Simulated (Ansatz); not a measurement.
**How far each method lies from UCCSDT(Q) for OH, doublet**

Geometry: that of the OH⁻, triplet, kept fixed.

```xyz
2

O     0.0000    0.0000    0.0000
H     0.0000    0.0000    1.0060
```

Basis aug-cc-pVTZ; Ansatz 0.2.0. Only valence electrons are correlated (noble-gas cores frozen), which leaves 7 electrons in 68 orbitals. R marks a restricted (for open shells ROHF) determinant, U an unrestricted one. Active spaces: valence = (7e, 5o) chosen from the atoms' valence shells.

Full CI isn't at hand for all of this; UCCSDT(Q) serves as the reference, and is uncertain by the last step of the cluster series or more. The frozen core follows each run's orbitals, which can shift R against U totals by a few meV.

```
UHF ⟨S²⟩                          : 0.758
T1 diagnostic (RCCSD)             : 0.0153
largest doubles amplitude (RCCSD) : 0.024
T1 diagnostic (UCCSD)             : 0.0106
```

```
   level  E − E(RHF) (eV)
     UHF          -0.1374
    RMP2          -5.7518
    UMP2          -5.7416
   RCCSD          -6.1050
   UCCSD          -6.1078
RCCSD(T)          -6.2716
UCCSD(T)          -6.2724
```

(1) Estimate how far UCCSDT(Q) in aug-cc-pVTZ lies from RCCSD(T). The table doesn't fix it; the size of (T) and the diagnostics are the guide.

(1) UCCSDT(Q) in aug-cc-pVTZ lies 1.6 kJ/mol below RCCSD(T), which is 10 % of the (T) step (-16.1 kJ/mol). The diagnostics are small and one determinant leads, so the series closes fast and only a small part of (T) is left.

The other levels:

```tsv
level	E − E(UCCSDT(Q)) (kJ/mol)	share of correlation (%)	wall time
BCCD(T)	1.6	99.73	2.8 s
RCCSDT	0.7	99.89	–
UCCSDT	0.6	99.91	–
RCCSDT(Q)	0.2	99.97	65 s
CASSCF (valence space)	537.3	11.44	–
NEVPT2 (valence space)	80.4	86.75	0.87 s
MRCISD (valence space)	28.6	95.29	–
MRCISD+Q (valence space)	5.4	99.10	1.6 s
```

The correlation energy at UCCSDT(Q), counted from RHF, is -6.288 eV. That run took 58 s on 1 thread of Intel Xeon, shared host.

Times hold each run's SCF and search for its determinant on a shared host, so for small cases they say little of a method's own cost; they ran on 1 thread of Intel Xeon.

Natural occupations of CASSCF (valence space) about the gap: 2.000 1.999 1.974 1.000 0.028; effectively unpaired electrons, Σ n²(2−n)², 1.01.
